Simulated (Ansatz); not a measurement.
**Torsion profile**

C$_{3}$H$_{4}$S (SMILES C#CCS), singlet, at its PBE0-D4/def2-TZVP minimum:

C1  (-0.860, 1.547, -1.105)
C2  (-0.247, 0.762, -0.436)
C3  (0.479, -0.197, 0.366)
S4  (-0.394, -1.802, 0.327)
H5  (-1.400, 2.247, -1.697)
H6  (0.546, 0.155, 1.397)
H7  (1.489, -0.324, -0.029)
H8  (0.479, -2.445, 1.120)
(Å)

The dihedral angle C2–C3–S4–H8 (-180.0° at the minimum) is set to the values below, the two halves turning rigidly about the central bond. Each method's energies count from its own value at the PBE0-D4 minimum structure. Program: Ansatz 0.2.0. Basis: def2-TZVPP. Cores are frozen in the correlated methods.

CCSD(T) energies along the scan:
| dihedral angle (°) | CCSD(T) (eV) |
| --- | --- |
| -157.4 | 0.0167 |
| -121.4 | 0.0599 |
| -85.4 | 0.0287 |
| -49.4 | -0.0012 |
| -13.4 | 0.0314 |
| 22.6 | 0.0221 |
| 58.6 | -0.0007 |
| 94.6 | 0.0424 |
| 130.6 | 0.0538 |
| 166.6 | 0.0062 |
They count from the CCSD(T) energy at the PBE0-D4 minimum.

Largest difference from the CCSD(T) curve over the scan: PBE-D4 0.0123; HF 0.0229; MP2 0.0034 eV. Each curve counts from its own value at the minimum.

No T1 diagnostic of these runs exceeds 0.012.

For scale, one of the runs: CCSD(T)/def2-TZVPP, 191 basis functions (an equivalent command: `ansatz run in.yaml --threads 4`). Time: 11 s of wall clock on 4 CPU threads; the host was shared. Peak host memory: 2.2 GiB.
